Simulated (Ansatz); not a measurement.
## Relaxing a trial structure of BH3PSi+

The starting geometry of this gas-phase singlet was optimised with GFN2-xTB.

```xyz
6

B    -1.5501    0.7459    0.6046
P    -2.2125   -0.3573    1.7948
Si   -0.6586    2.4033    1.1485
H    -1.6552    0.4577   -0.5290
H    -2.8518   -1.5443    1.5263
H    -2.1921   -0.2060    3.1645
```

Q: Predict what becomes of its bonds when it is optimised with PBE0-D4/def2-TZVP.

A: A new bond forms, giving a structure given below by its coordinates. Contacts that close: P2–Si3 (3.23 → 2.40 Å).

The energy falls by 0.15 eV over 17 steps:

| step | E − E(last) (eV) |
| --- | --- |
| 1 | 0.152 |
| 3 | 0.124 |
| 5 | 0.119 |
| 6 | 0.111 |
| 8 | 0.090 |
| 10 | 0.047 |
| 12 | 0.004 |
| 13 | 0.001 |
| 15 | 0.000 |
| 17 | 0.000 |

Final geometry (Å):

```xyz
6

B    -1.5817    0.6558    0.2728
P    -2.2069   -0.3674    1.5540
Si   -1.0693    1.7224    1.8975
H    -1.5215    0.6647   -0.9032
H    -2.8610   -1.5091    2.0684
H    -1.8800    0.3330    2.8203
```

The end wasn't checked by frequencies. Run with Ansatz 0.2.0, 20 s on 2 threads of Intel(R) Xeon(R) Platinum 8375C CPU @ 2.90GHz (Ice Lake) (shared host).
